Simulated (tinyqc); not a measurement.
Inside a calculation. Method: CIS on RHF in the sto-3g basis, for H2O, spin multiplicity 1. One step of it, computed by the program tinyqc.

Problem. CIS matrix, singlets. A(ia,jb) = (e_a - e_i) d_ij d_ab + 2 (ia|jb) - (ij|ab).

orbital energies (hartree): MO1 -20.237247, MO2 -1.241955, MO3 -0.606000, MO4 -0.433156, MO5 -0.383860, MO6 0.554055, MO7 0.714830

Two-electron integrals over orbitals (pq|rs), unique and non-zero (hartree):
```
p,q,r,s,(pq|rs)
1,1,1,1,4.745054
2,1,1,1,-0.420298
2,1,2,1,0.059019
2,2,1,1,1.007675
2,2,2,1,-0.013796
2,2,2,2,0.723158
3,1,3,1,0.010588
3,2,3,1,0.017225
3,2,3,2,0.141513
3,3,1,1,0.783605
3,3,2,1,-0.004447
3,3,2,2,0.633376
3,3,3,3,0.619430
4,1,1,1,0.172856
4,1,2,1,-0.021635
4,1,2,2,0.014513
4,1,3,3,0.005959
4,1,4,1,0.026839
4,2,1,1,-0.130160
4,2,2,1,0.008625
4,2,2,2,-0.004364
4,2,3,3,0.006303
4,2,4,1,0.019811
4,2,4,2,0.127241
4,3,3,1,-0.002848
4,3,3,2,0.023597
4,3,4,3,0.048007
4,4,1,1,0.993182
4,4,2,1,-0.012915
4,4,2,2,0.677314
4,4,3,3,0.589439
4,4,4,1,-0.011055
4,4,4,2,-0.104028
4,4,4,4,0.770892
5,1,5,1,0.026025
5,2,5,1,0.032701
5,2,5,2,0.146219
5,3,5,3,0.027826
5,4,5,1,-0.012607
5,4,5,2,-0.044700
5,4,5,4,0.053494
5,5,1,1,1.115341
5,5,2,1,-0.011832
5,5,2,2,0.748751
5,5,3,3,0.618703
5,5,4,1,0.004812
5,5,4,2,-0.069910
5,5,4,4,0.724281
5,5,5,5,0.880159
6,1,1,1,-0.232231
6,1,2,1,0.034787
6,1,2,2,-0.002012
6,1,3,3,-2.97e-06
6,1,4,1,0.000256
6,1,4,2,0.020045
6,1,4,4,-0.017898
6,1,5,5,-0.006145
6,1,6,1,0.029484
6,2,1,1,0.298664
6,2,2,1,-0.006823
6,2,2,2,0.138773
6,2,3,3,0.069965
6,2,4,1,0.018307
6,2,4,2,0.024061
6,2,4,4,0.085968
6,2,5,5,0.155018
6,2,6,1,0.006582
6,2,6,2,0.098933
6,3,3,1,0.002716
6,3,3,2,-0.044158
6,3,4,3,-0.031963
6,3,6,3,0.076575
6,4,1,1,0.226210
6,4,2,1,-0.002334
6,4,2,2,0.102404
6,4,3,3,0.042940
6,4,4,1,0.003063
6,4,4,2,-0.028971
6,4,4,4,0.122019
6,4,5,5,0.121404
6,4,6,1,0.000170
6,4,6,2,0.062998
6,4,6,4,0.071732
6,5,5,1,0.015408
6,5,5,2,0.058347
6,5,5,4,-0.000021
6,5,6,5,0.037532
6,6,1,1,0.783113
6,6,2,1,-0.007040
6,6,2,2,0.601116
6,6,3,3,0.562126
6,6,4,1,0.020245
6,6,4,2,0.057636
6,6,4,4,0.543387
6,6,5,5,0.579906
6,6,6,1,0.007920
6,6,6,2,0.091225
6,6,6,4,0.045344
6,6,6,6,0.587343
7,1,3,1,0.015069
7,1,3,2,0.023016
7,1,4,3,-0.004192
7,1,6,3,0.003359
7,1,7,1,0.021497
7,2,3,1,0.014186
7,2,3,2,0.045480
7,2,4,3,-0.031392
7,2,6,3,0.033577
7,2,7,1,0.019135
7,2,7,2,0.064082
7,3,1,1,0.366617
7,3,2,1,-0.007298
7,3,2,2,0.148498
7,3,3,3,0.090367
7,3,4,1,-0.000564
7,3,4,2,-0.073081
7,3,4,4,0.160336
7,3,5,5,0.194549
7,3,6,1,-0.006433
7,3,6,2,0.076027
7,3,6,4,0.080787
7,3,6,6,0.038974
7,3,7,3,0.152409
7,4,3,1,-0.008903
7,4,3,2,-0.074054
7,4,4,3,-0.000746
7,4,6,3,0.047852
7,4,7,1,-0.012519
7,4,7,2,-0.017521
7,4,7,4,0.067058
7,5,5,3,0.023881
7,5,7,5,0.025051
7,6,3,1,0.008993
7,6,3,2,0.098245
7,6,4,3,0.051509
7,6,6,3,-0.069902
7,6,7,1,0.012277
7,6,7,2,-0.006325
7,6,7,4,-0.057717
7,6,7,6,0.117758
7,7,1,1,0.870617
7,7,2,1,-0.009585
7,7,2,2,0.621489
7,7,3,3,0.602652
7,7,4,1,0.003836
7,7,4,2,-0.017534
7,7,4,4,0.605110
7,7,5,5,0.624711
7,7,6,1,-0.005157
7,7,6,2,0.068019
7,7,6,4,0.044918
7,7,6,6,0.559325
7,7,7,3,0.099600
7,7,7,7,0.616326
```

Give: CIS matrix A, singlet.

Solution.

CIS matrix A, singlet (hartree), lower triangle:
```
,1>6,1>7,2>6,2>7,3>6,3>7,4>6,4>7,5>6,5>7
1>6,20.0672
1>7,0.0000,20.1245
2>6,0.0202,0.0000,1.3928
2>7,0.0000,0.0479,0.0000,1.4635
3>6,0.0000,-0.0023,0.0000,-0.0311,0.7511
3>7,-0.0219,0.0000,0.0538,0.0000,0.0000,1.0230
4>6,-0.0199,0.0000,0.0684,0.0000,0.0000,0.1101,0.5873
4>7,0.0000,-0.0289,0.0000,-0.0175,0.0442,0.0000,0.0000,0.6770
5>6,0.0000,0.0000,0.0000,0.0000,0.0000,0.0000,0.0000,0.0000,0.4331
5>7,0.0000,0.0000,0.0000,0.0000,0.0000,0.0000,0.0000,0.0000,0.0000,0.5241
```
